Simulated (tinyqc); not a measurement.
Inside a calculation (part 2 of 2). Method: RHF in the sto-3g basis, for H2O, spin multiplicity 1. Computed by tinyqc, a small Python program that keeps every step (integrals from PySCF). Command: `OMP_NUM_THREADS=1 python tinyqc.py 26511 26512 out.jsonl` (the two numbers bound the seeds that draw the settings). One thread of a shared host (Intel(R) Xeon(R) Processor @ 2.60GHz), about 0.09 s of CPU time with the checks.

Geometry (angstrom):
```
atom         x          y         z
O     0.000000   0.000000  0.000000
H     0.000000   1.057000  0.635000
H     0.000000  -1.067000  0.642000
```

## Convergence

Stop when the energy changes by less than 1e-10 hartree and every element of the error matrix X^T (F D S - S D F) X is below 3e-06.

Course of the cycle:
```
iteration   E (hartree)     change  largest element of the error matrix
1          -72.09196436          -                             1.92e+00
2          -73.65673668  -1.56e+00                             6.78e-01
3          -74.42031233  -7.64e-01                             2.46e-01
4          -74.70627370  -2.86e-01                             1.13e-01
5          -74.80523071  -9.90e-02                             5.53e-02
6          -74.83914380  -3.39e-02                             2.93e-02
7          -74.85099632  -1.19e-02                             2.05e-02
8          -74.85530046  -4.30e-03                             1.56e-02
9          -74.85694816  -1.65e-03                             1.17e-02
10         -74.85761944  -6.71e-04                             8.76e-03
11         -74.85791117  -2.92e-04                             6.54e-03
12         -74.85804568  -1.35e-04                             4.87e-03
13         -74.85811082  -6.51e-05                             3.63e-03
14         -74.85814356  -3.27e-05                             2.70e-03
...                 ...        ...                                  ...
24         -74.85817956  -6.64e-08                             1.40e-04
25         -74.85817960  -3.64e-08                             1.04e-04
26         -74.85817962  -2.00e-08                             7.74e-05
27         -74.85817963  -1.10e-08                             5.76e-05
28         -74.85817963  -6.02e-09                             4.28e-05
29         -74.85817964  -3.31e-09                             3.18e-05
30         -74.85817964  -1.82e-09                             2.37e-05
31         -74.85817964  -1.00e-09                             1.76e-05
32         -74.85817964  -5.51e-10                             1.31e-05
33         -74.85817964  -3.03e-10                             9.72e-06
34         -74.85817964  -1.67e-10                             7.23e-06
35         -74.85817964  -9.19e-11                             5.37e-06
36         -74.85817964  -5.06e-11                             3.99e-06
37         -74.85817964  -2.79e-11                             2.97e-06
```

PySCF RHF in the same basis = -74.85817964 hartree

Converged in 37 iterations.

## Populations, bond orders and dipole

D after iteration 37, lower triangle:
```
            1O 1s      1O 2s     1O 2px     1O 2py    1O 2pz      2H 1s     3H 1s
1O 1s    2.111138
1O 2s   -0.471601   2.032866
1O 2px  -0.000001   0.000005   2.000000
1O 2py   0.000640  -0.004026  -0.000001   0.701778
1O 2pz   0.097911  -0.505745   0.000006   0.000999  1.171825
2H 1s   -0.014474  -0.045345  -0.000005   0.544211  0.557259   0.707989
3H 1s   -0.014438  -0.042417  -0.000007  -0.544032  0.560725  -0.133662  0.712242
```

overlap S, lower triangle:
```
           1O 1s     1O 2s    1O 2px     1O 2py    1O 2pz     2H 1s     3H 1s
1O 1s   1.000000
1O 2s   0.236704  1.000000
1O 2px  0.000000  0.000000  1.000000
1O 2py  0.000000  0.000000  0.000000   1.000000
1O 2pz  0.000000  0.000000  0.000000   0.000000  1.000000
2H 1s   0.028068  0.313592  0.000000   0.248395  0.149225  1.000000
3H 1s   0.027285  0.307467  0.000000  -0.244371  0.147035  0.096925  1.000000
```

Mulliken: Z minus the diagonal of D S on the atom; Loewdin: the same with S^(1/2) D S^(1/2); Mayer order: 2 sum_s sum (D(s) S)_ij (D(s) S)_ji over the two atoms.

Charges (e):
```
atom   Mulliken    Loewdin
1O    -0.200014  -0.154613
2H     0.101256   0.078086
3H     0.098758   0.076527
```

Mayer bond orders:
```
pair     order
2-1   0.972818
3-1   0.973318
3-2   0.016929
```

dipole moment about the origin, x y z (debye): -0.000003  0.008043  1.286095
